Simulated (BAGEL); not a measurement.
**triplet BH3S at 3 levels**

Wanted: a comparison of 3 runs (CASPT2(12,11)/6-31G*, NEVPT2(12,11)/6-31G*, CASPT2(12,11)/def2-TZVP) of triplet BH3S. 

Program for the calculation: BAGEL 1.2.2.

1 further run of the same task is left out (set aside as unsound or not needed). Runs told in other sessions of the task aren't counted.

## 1. The system as given

BH3S: 5 atoms, total charge 0, spin state triplet. As SMILES of the parent species, `BS`. The coordinates come from a PBE0-D4/def2-TZVP relaxation. That shape belongs to the parent species and isn't relaxed for this state.

Bond lengths: B1–S2 1.765 Å, B1–H3 1.192 Å, B1–H4 1.190 Å, S2–H5 1.344 Å. Angles: B1–S2–H5 99.2°, S2–B1–H3 115.8°, S2–B1–H4 121.4°, H3–B1–H4 122.7°.

## 2. A single-point energy at CASPT2(12,11)/6-31G(d) (density fitting with cc-pvqz-jkfit, spherical functions) (run 1)

Contents of input.json:

```json
{ "bagel" : [

{
  "title" : "molecule",
  "basis" : "6-31gs.json",
  "df_basis" : "cc-pvqz-jkfit",
  "angstrom" : true,
  "geometry" : [
    { "atom" : "B", "xyz" : [   -0.392100,   -0.421000,    0.088100 ] },
    { "atom" : "S", "xyz" : [    0.161700,    1.236900,   -0.154300 ] },
    { "atom" : "H", "xyz" : [   -1.562900,   -0.556400,    0.264200 ] },
    { "atom" : "H", "xyz" : [    0.367100,   -1.337600,    0.074200 ] },
    { "atom" : "H", "xyz" : [    1.476100,    1.004400,   -0.313600 ] }
  ]
},
{ "title" : "hf" },
{ "title" : "casscf", "nstate" : 1, "nact" : 11, "nclosed" : 6, "nspin" : 2, "maxiter" : 200, "natocc" : true },
{ "title" : "print", "file" : "orbitals.molden", "orbitals" : true },
{ "title" : "smith", "method" : "caspt2", "ms" : true, "xms" : true, "sssr" : true, "shift" : 0.0, "ncore" : 6 }

]}
```

The basis set 6-31G* is read from a file made from the Basis Set Exchange's data (not shown).

The run is started by

```bash
$ BAGEL_NUM_THREADS=1 BAGEL input.json > input.out
```

Output:

```text
* using 1 threads per process

  ===============================================================
  ===============================================================

  *** Geometry ***

  { "atom" : "B", "xyz" : [     -0.740962,     -0.795575,      0.166485 ] },
  { "atom" : "S", "xyz" : [      0.305569,      2.337402,     -0.291585 ] },
  { "atom" : "H", "xyz" : [     -2.953453,     -1.051444,      0.499266 ] },
  { "atom" : "H", "xyz" : [      0.693718,     -2.527698,      0.140218 ] },
  { "atom" : "H", "xyz" : [      2.789425,      1.898041,     -0.592618 ] },

  Number of auxiliary basis functions:      407

  Since a DF basis is specified, we compute 2- and 3-index integrals:
    o Being stored without compression. Storage requirement is 0.005 GB

  Number of basis functions:       38
  Number of electrons      :       24

    * METHOD: MOLECULE                             0.12

  *** RHF ***

  === Nuclear Repulsion ===
    43.0705489642

      * DIIS with orbital gradients will be used.

[... 6 lines left out ...]
    * SCF iteration converged.
[... 1 line left out ...]
    * Permanent dipole moment:
[... 22 lines left out ...]
    * Second-order optimization converged. *
[... 11 lines left out ...]
     * ci vector, state   0, <S^2> = 2.0000
       22222aa....     0.9726876769
       2222.aa2...    -0.0876771001
       222.2aa..2.    -0.0511509218

    * METHOD: CASSCF                              96.40

    * METHOD: PRINT                                0.00

  === SMITH program ===

    * freezing 6 orbitals

    * Approximate memory requirement for SMITH calulation per MPI process:
      o Storage requirement for T-amplitude, lambda, and residual is 0.00 GB
      o Storage requirement for MO integrals is 0.00 GB
    * Calculating and saving rdm4f

    * Third and Fock-weighted fourth order RDM ( 1, 1) evaluation
      will be done with 2 passes

    * Zeroth order energy : state  0       -6.6316628478

    * CASPT2 iteration is performed using redundant basis

      ---- iteration ----

        0    -0.13306960     0.00830546      0.62
        1    -0.13437743     0.00096411      0.62
        2    -0.13440714     0.00013636      0.61
        3    -0.13440754     0.00001667      0.61
        4    -0.13440755     0.00000233      0.63
        5    -0.13440755     0.00000029      0.63

      -------------------

    * CASPT2 energy : state  0     -423.9725879568
        reference weight              0.9473529468

    * METHOD: SMITH                               56.29

  ===============================================================
```

Run time: 2.6 min. Hardware: 1 thread of Arm Neoverse V1, shared host; peak memory 13 GiB.

## 3. A single-point energy at NEVPT2(12,11)/6-31G(d) (density fitting with cc-pvqz-jkfit, spherical functions) (run 2)

Contents of job.json:

```json
{ "bagel": [

{
  "title": "molecule",
  "basis": "6-31gs.json",
  "df_basis": "cc-pvqz-jkfit",
  "angstrom": "true",
  "geometry": [
    { "atom": "B", "xyz": [   -0.392100,   -0.421000,    0.088100 ] },
    { "atom": "S", "xyz": [    0.161700,    1.236900,   -0.154300 ] },
    { "atom": "H", "xyz": [   -1.562900,   -0.556400,    0.264200 ] },
    { "atom": "H", "xyz": [    0.367100,   -1.337600,    0.074200 ] },
    { "atom": "H", "xyz": [    1.476100,    1.004400,   -0.313600 ] }
  ]
},
{
  "title": "hf"
},
{
  "title": "casscf",
  "nstate": 1,
  "nact": 11,
  "nclosed": 6,
  "charge": 0,
  "nspin": 2,
  "maxiter": 200,
  "natocc": "true"
},
{
  "title": "nevpt2",
  "nstate": 1,
  "nact": 11,
  "nclosed": 6,
  "charge": 0,
  "nspin": 2,
  "maxiter": 200,
  "natocc": "true",
  "ncore": 6
},
{
  "title": "print",
  "file": "orbitals.molden",
  "orbitals": "true"
}

]}
```

The basis set 6-31G* is read from a file made from the Basis Set Exchange's data (not shown).

The run is started by

```bash
$ BAGEL_NUM_THREADS=1 BAGEL job.json > job.out
```

Output:

```text
* using 1 threads per process

  ===============================================================
  ===============================================================

  *** Geometry ***

  { "atom" : "B", "xyz" : [     -0.740962,     -0.795575,      0.166485 ] },
  { "atom" : "S", "xyz" : [      0.305569,      2.337402,     -0.291585 ] },
  { "atom" : "H", "xyz" : [     -2.953453,     -1.051444,      0.499266 ] },
  { "atom" : "H", "xyz" : [      0.693718,     -2.527698,      0.140218 ] },
  { "atom" : "H", "xyz" : [      2.789425,      1.898041,     -0.592618 ] },

  Number of auxiliary basis functions:      407

  Since a DF basis is specified, we compute 2- and 3-index integrals:
    o Being stored without compression. Storage requirement is 0.005 GB

  Number of basis functions:       38
  Number of electrons      :       24

    * METHOD: MOLECULE                             0.12

  *** RHF ***

  === Nuclear Repulsion ===
    43.0705489642

      * DIIS with orbital gradients will be used.

  === RHF iteration (6-31gs.json) ===
      0       -423.91569668          0.01390620           0.01
      1       -423.94667348          0.00386533           0.01
      2       -423.94943348          0.00117664           0.02
[... 9 lines of this table left out ...]
     12       -423.94971704          0.00000000           0.01
    * SCF iteration converged.

    * Permanent dipole moment:
           (   -0.334374,     0.240684,     0.022409) a.u.

    * METHOD: HF                                   0.28

  ---------------------------
      CASSCF calculation
  ---------------------------

    * nstate   :      1
    * nclosed  :      6
    * nact     :     11
    * nvirt    :     21
  === CASSCF iteration (6-31gs.json) ===

    * Using the second-order algorithm

      0  0      -423.76940569     2.24e-02      3.92

      1  0      -423.81802351     2.56e-03      4.27
[... 39 lines of this table left out ...]
     21  0      -423.83818041     9.17e-09      4.07

    * Second-order optimization converged. *

     guess   0:   closed 11111......          open .....11....

  === FCI iteration ===

      0  0      -423.76702597     8.16e-04      0.20
      1  0      -423.83325418     2.54e-04      0.19
      2  0      -423.83781184     7.18e-05      0.19
[... 15 lines of this table left out ...]
     18  0 *    -423.83818041     7.56e-11      0.19

     * ci vector, state   0, <S^2> = 2.0000
       22222aa....     0.9726876769
       2222.aa2...    -0.0876771001
       222.2aa..2.    -0.0511509218

    * METHOD: CASSCF                              94.51

    * freezing 6 orbitals

  === DF-NEVPT2 calculation ===

    * Third and fourth order RDM ( 1, 1) evaluation
      will be done with 2 passes
    * 3-index integral transformation done
    * assembly done

      NEVPT2 correlation energy:   -0.1195561460      0.10

          (+0)      0.0000000000
          (+0)'     0.0000000000
          (+1)      0.0000000000
          (+1)'     0.0000000000
          (+2)      0.0000000000
          (-1)      0.0000000000
          (-1)'    -0.0630559885
          (-2)     -0.0565001575

      NEVPT2 total energy:       -423.9577365546

    * METHOD: NEVPT2                             751.14

    * METHOD: PRINT                                0.00

  ===============================================================
```

It took 14 min on 1 thread of Arm Neoverse V1, shared host; peak memory 9.7 GiB.

## 4. The energy at CASPT2(12,11)/def2-TZVP (density fitting with cc-pvqz-jkfit) (run 3)

Contents of calc.json:

```json
{ "bagel" : [

{
  "title" : "molecule",
  "basis" : "def2-tzvp.json",
  "df_basis" : "cc-pvqz-jkfit",
  "angstrom" : "true",
  "geometry" : [
    { "atom" : "B", "xyz" : [   -0.392100,   -0.421000,    0.088100 ] },
    { "atom" : "S", "xyz" : [    0.161700,    1.236900,   -0.154300 ] },
    { "atom" : "H", "xyz" : [   -1.562900,   -0.556400,    0.264200 ] },
    { "atom" : "H", "xyz" : [    0.367100,   -1.337600,    0.074200 ] },
    { "atom" : "H", "xyz" : [    1.476100,    1.004400,   -0.313600 ] }
  ]
},
{ "title" : "hf" },
{ "title" : "casscf", "nstate" : 1, "nact" : 11, "nclosed" : 6, "charge" : 0, "nspin" : 2, "maxiter" : 200, "natocc" : "true" },
{ "title" : "print", "file" : "orbitals.molden", "orbitals" : "true" },
{ "title" : "smith", "method" : "caspt2", "ms" : "true", "xms" : "true", "sssr" : "true", "shift" : 0.0, "ncore" : 6 }

]}
```

The basis set def2-TZVP is read from a file made from the Basis Set Exchange's data (not shown).

The run is started by

```bash
$ BAGEL_NUM_THREADS=1 BAGEL calc.json > calc.out
```

Output:

```text
* using 1 threads per process

  ===============================================================
  ===============================================================

  *** Geometry ***

  { "atom" : "B", "xyz" : [     -0.740962,     -0.795575,      0.166485 ] },
  { "atom" : "S", "xyz" : [      0.305569,      2.337402,     -0.291585 ] },
  { "atom" : "H", "xyz" : [     -2.953453,     -1.051444,      0.499266 ] },
  { "atom" : "H", "xyz" : [      0.693718,     -2.527698,      0.140218 ] },
  { "atom" : "H", "xyz" : [      2.789425,      1.898041,     -0.592618 ] },

  Number of auxiliary basis functions:      407

  Since a DF basis is specified, we compute 2- and 3-index integrals:
    o Being stored without compression. Storage requirement is 0.024 GB

  Number of basis functions:       86
  Number of electrons      :       24

    * METHOD: MOLECULE                             0.19

  *** RHF ***

  === Nuclear Repulsion ===
    43.0705489642

      * DIIS with orbital gradients will be used.

[... 6 lines left out ...]
    * SCF iteration converged.
[... 1 line left out ...]
    * Permanent dipole moment:
[... 22 lines left out ...]
    * Second-order optimization converged. *
[... 11 lines left out ...]
     * ci vector, state   0, <S^2> = 2.0000
       22222aa....    -0.9720055749
       2222.aa2...     0.0805712788

    * METHOD: CASSCF                             234.58

    * METHOD: PRINT                                0.02

  === SMITH program ===

    * freezing 6 orbitals

    * Approximate memory requirement for SMITH calulation per MPI process:
      o Storage requirement for T-amplitude, lambda, and residual is 0.01 GB
      o Storage requirement for MO integrals is 0.01 GB
    * Calculating and saving rdm4f

    * Third and Fock-weighted fourth order RDM ( 1, 1) evaluation
      will be done with 2 passes

    * Zeroth order energy : state  0       -6.6925422561

    * CASPT2 iteration is performed using redundant basis

      ---- iteration ----

        0    -0.20942883     0.00577151      1.40
        1    -0.21112797     0.00065808      1.41
        2    -0.21117428     0.00010736      1.40
        3    -0.21117504     0.00001331      1.41
        4    -0.21117507     0.00000278      1.40
        5    -0.21117507     0.00000035      1.39

      -------------------

    * CASPT2 energy : state  0     -424.1036372970
        reference weight              0.9194053898

    * METHOD: SMITH                               61.72

  ===============================================================
```

Wall time 5 min (1 thread of Arm Neoverse V1, shared host); peak memory 13 GiB.

## 5. The series

```
run                                                                           level  multistate  contraction  energy (Eh)  wall time
  1  CASPT2(12,11)/6-31G* (density fitting with cc-pvqz-jkfit, spherical functions)         XMS        SS-SR  -423.972588    2.6 min
  2  NEVPT2(12,11)/6-31G* (density fitting with cc-pvqz-jkfit, spherical functions)           –            –  -423.957737     14 min
  3                    CASPT2(12,11)/def2-TZVP (density fitting with cc-pvqz-jkfit)         XMS        SS-SR  -424.103637      5 min
```

## 6. Summary of results

| quantity | value |
| --- | --- |
| run 3: total energy | -424.10364 Eh |

All runs together took 22 min, the longest 14 min.
